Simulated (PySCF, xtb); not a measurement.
SiCl4, SMILES Cl[Si](Cl)(Cl)Cl.

Harmonic wavenumbers (cm⁻¹) from xtb with GFN2-xTB at its own minimum, in rising order: 111, 111, 173, 173, 173, 379, 512, 512, 512.

**Question.** What does ωB97X-D3(BJ)/def2-SVP (PySCF) give at its own minimum? (The exact figures need the calculation; the answer reports its results.)

**Answer.** 146, 146, 218, 218, 218, 434, 654, 654, 654. Paired by order, the mean absolute difference is 76 cm⁻¹ and the zero-point energies are 3.8 and 4.8 kcal/mol.
